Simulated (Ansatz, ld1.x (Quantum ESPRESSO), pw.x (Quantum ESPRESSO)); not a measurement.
Ce (Z = 58): one change to the TM potential, in the atom and in the bcc crystal

```
Element                 : Ce (Z = 58)
Generator               : ld1.x (Quantum ESPRESSO) 7.5
Type                    : norm-conserving Troullier–Martins (Kleinman–Bylander form)
Functional              : PBEsol
Relativity              : scalar-relativistic
Frozen core             : [Xe]
Valence charge          : 4
Reference configuration : 4f1 5d1 6s1 6p0 (charge +1)
Partial waves           : 6s (bound): rc 3.10 bohr; 6p (bound, empty): rc 4.20 bohr; 5d (bound): rc 2.75 bohr; 4f (bound): rc 1.75 bohr
Local potential         : all-electron potential smoothed inside 3.45 bohr (lloc = -2)
Core correction         : Bessel-smoothed model core inside 1.30 bohr
```

Change: core correction none.

Cutoffs, loose and tight: the cutoffs (Ry, on a coarse ladder) from which the occupation-weighted sum of valence levels, in a spherical-Bessel basis at the reference potential, stays within 10 and 1 mRy of its value at 400 Ry. They do not see the model core or the augmentation charge, which bear on the density cutoff. Test errors are all-electron minus pseudo excitation energies from the reference, over the configurations 4f1 5d1 6s2 6p0; 4f1 5d1 6s0 6p0; 4f1 5d0 6s0 6p0; 4f1 5d0 6s2 6p1; 4f0 5d2 6s2 6p0; 4f1 5d1 6s0 6p2; 4f1 5d2 6s0 6p0; variants that change the core or the reference have their own tests.

Crystal test: bcc Ce in pw.x 7.5, no spin, 13³ k-points, Fermi–Dirac smearing 0.01 Ry, cutoffs set for each file from its atomic test. The reference is all-electron LAPW (Ansatz 0.2.0) with the same functional, mesh and smearing; V0 and B0 come from Birch–Murnaghan fits to the pressures at five volumes. Errors are pseudo minus all-electron; Δ is the rms difference of the E(V) curves that follow from these fits, minima aligned, over ±6 % about the mean V0. Mesh and smearing are coarse, so the numbers serve the comparison and aren't converged zero-temperature values; the lattice is a test structure that the element need not adopt. Spin polarisation and strong correlation are left out, which matters for this element.

All-electron: a0 = 3.687 Å (V0 = 25.06 Å³/atom), B0 = 34.7 GPa.

Q: Does the change bring the crystal closer to the all-electron result?

A: The mean pressure error goes from -2.41 to -4.21 GPa, so the change moves the solid further from the all-electron pressures. Neither pressure curve crosses zero within the volumes sampled, so no fits are given.

```tsv
quantity	base	changed
outcome (atom)	generated	generated
cutoff, loose (atom)	110 Ry	110 Ry
cutoff, tight (atom)	140 Ry	140 Ry
bound ghosts (atom)	none	none
largest test error (meV) (atom)	-662 over the solved tests; 1 of 7 tests not solved or not reliable	+1130 over the solved tests; 1 of 7 tests not solved or not reliable
cutoffs in pw.x (Ry)	170/680	170/680
mean pressure error (GPa)	-2.41	-4.21
```

Base: The largest radius (4.20 bohr) exceeds half the bond length (3.02 bohr), so the spheres overlap, which is one possible source of error among others. This is a poor potential for the solid. Atomic configuration tests: 1 of 7 tests not solved or not reliable. The logarithmic derivative shows an extra or strongly shifted pseudo pole above the reference energy (s near 0.38 Ry, p near 1.31 Ry). Changed file: The largest radius (4.20 bohr) exceeds half the bond length (3.02 bohr), so the spheres overlap, which is one possible source of error among others. This is a poor potential for the solid. The pseudo pressure rises with volume over the whole range, a mechanical instability. Atomic configuration tests: 1 of 7 tests not solved or not reliable. The logarithmic derivative shows an extra or strongly shifted pseudo pole above the reference energy (s near 0.38 Ry, p near 1.31 Ry). The atomic cutoffs weigh occupied waves only.
